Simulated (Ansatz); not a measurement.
## Si–N–SiH⁺, doublet in cc-pVDZ: errors against UCCSDT(Q)

Geometry: that of the Si–N–SiH, singlet, kept fixed.

```yaml
atoms:
  - { symbol: Si, position_ang: [0.0000, 0.0121, 1.6512] }
  - { symbol: N, position_ang: [0.0000, 0.0883, 0.0758] }
  - { symbol: Si, position_ang: [0.0000, -0.1060, -1.6180] }
  - { symbol: H, position_ang: [0.0000, 1.3880, -1.9784] }
```

Basis cc-pVDZ; Ansatz 0.2.0. Correlated methods freeze the noble-gas cores, which leaves 13 electrons in 44 orbitals. R marks a restricted (for open shells ROHF) determinant, U an unrestricted one. Active spaces: frontier = (9e, 9o) about the gap.

Full CI isn't at hand for all of this; UCCSDT(Q) serves as the reference, and is uncertain by the last step of the cluster series or more. The frozen core follows each run's orbitals, which can shift R against U totals by a few meV.

For open shells CISD is restricted-active-space CI with the open shells as a complete middle space.

```
UHF ⟨S²⟩                          : 0.774
T1 diagnostic (RCCSD)             : 0.0364
largest doubles amplitude (RCCSD) : 0.070
T1 diagnostic (UCCSD)             : 0.0281
```

```tsv
level	E − E(RHF) (eV)
UHF	-0.1242
RMP2	-8.0736
UMP2	-8.0856
RCCSD	-8.7982
UCCSD	-8.8021
RCCSD(T)	-9.2019
UCCSD(T)	-9.2005
```

(1) Estimate how far UCCSDT(Q) in cc-pVDZ lies from RCCSD(T). The table doesn't fix it; the size of (T) and the diagnostics are the guide.

(1) UCCSDT(Q) in cc-pVDZ lies 7.4 kJ/mol below RCCSD(T), which is 19 % of the (T) step (-38.9 kJ/mol). T1 is raised, but (T) still catches most of what CCSD lacks. The miss exceeds 1 kcal/mol.

The other levels:

```json
{"level": "CISD", "E − E(UCCSDT(Q)) (kJ/mol)": "140.2", "share of correlation (%)": "84.34", "wall time": "6 s"}
{"level": "BCCD(T)", "E − E(UCCSDT(Q)) (kJ/mol)": "7.1", "share of correlation (%)": "99.21", "wall time": "12 s"}
{"level": "RCCSDT", "E − E(UCCSDT(Q)) (kJ/mol)": "4.4", "share of correlation (%)": "99.51", "wall time": "–"}
{"level": "UCCSDT", "E − E(UCCSDT(Q)) (kJ/mol)": "4.4", "share of correlation (%)": "99.51", "wall time": "–"}
{"level": "RCCSDT(Q)", "E − E(UCCSDT(Q)) (kJ/mol)": "0.7", "share of correlation (%)": "99.92", "wall time": "86 s"}
{"level": "CASSCF (frontier space)", "E − E(UCCSDT(Q)) (kJ/mol)": "569.3", "share of correlation (%)": "36.40", "wall time": "–"}
{"level": "MRCISD (frontier space)", "E − E(UCCSDT(Q)) (kJ/mol)": "70.3", "share of correlation (%)": "92.15", "wall time": "–"}
{"level": "MRCISD+Q (frontier space)", "E − E(UCCSDT(Q)) (kJ/mol)": "15.3", "share of correlation (%)": "98.29", "wall time": "22 s"}
```

The correlation energy at UCCSDT(Q), counted from RHF, is -9.279 eV. That run took 76 s on 1 thread of Arm Neoverse V1, shared host.

Times hold each run's SCF and search for its determinant on a shared host, so for small cases they say little of a method's own cost; they ran on 1 thread of Arm Neoverse V1. Some runs computed forces too.
